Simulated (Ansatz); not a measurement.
Compare A (`C=C(O)C=N`) with its isomer B (`C=C1NCO1`).

Calculated with Ansatz (gas phase, PBE0-D4/def2-TZVP geometries, no zero-point term in ΔE). CBS: MP2 limit from def2 TZ/QZ plus the TZ coupled-cluster correction, frozen cores. Functionals use def2-TZVPP. B3LYP here is the variant with VWN-RPA as its local correlation; programs differ in this. Each species was taken in one conformer, which may not be the lowest.

A:

Z-matrix (Å, degrees):
```
C
C 1 1.335
H 1 1.081 2 119.4
H 1 1.082 2 121.7 3 -180.0
O 2 1.340 1 123.8 3 -180.0
C 2 1.465 1 121.6 3 0.0
H 5 0.976 2 105.3 1 -180.0
N 6 1.268 2 117.7 1 180.0
H 6 1.093 2 117.1 1 -0.0
H 8 1.016 6 113.1 2 -180.0
```

B:

```xyz
10

C     1.3783   -1.1501    0.2871
C     0.4578   -0.2387    0.0184
N    -0.8169   -0.2341   -0.5755
C    -0.8928    1.1677   -0.1822
O     0.4728    1.1172    0.2498
H     2.2978   -0.8630    0.7750
H     1.2172   -2.1805    0.0069
H    -1.5058   -0.8796   -0.2177
H    -1.0333    1.8704   -1.0073
H    -1.5751    1.3908    0.6456
```

(1) Which isomer does CCSD(T)/CBS put lower? Give the gap. (An estimate is asked.)

(2) Give E(B) − E(A) in kcal/mol with B3LYP-D4, CCSD/def2-TZVPP, HF/def2-TZVPP, BLYP-D4, B2PLYP, LDA (SPW92), B3LYP. (Estimate.)

(3) Does the order hold for the free energy at 298.15 K (harmonic terms from PBE0-D4)? (Estimate.)

Largest T1 diagnostic: 0.013.

## Answers

(1) Ansatz gave: A, by 23.6 kcal/mol.

(2) The calculation gave: B3LYP-D4 24.0, CCSD/def2-TZVPP 22.1, HF/def2-TZVPP 21.2, BLYP-D4 26.3, B2PLYP 23.8, LDA (SPW92) 18.8, B3LYP 23.9. None reverses the order clearly.

(3) Computed: Yes: G(B) − G(A) = +24.3 kcal/mol, for one conformer each.

From BLYP to BHLYP (50 % exact exchange), in def2-TZVPP and without D4, E(B) − E(A) moves by −4.2 kcal/mol. Leaving LDA and LC-ωPBE aside and taking each functional with its dispersion term where it has one, the values, not all of them listed here, spread over 8.1 kcal/mol, from ωB97X-V to BLYP-D4. LDA lies −2.7 kcal/mol from PBE without D4.
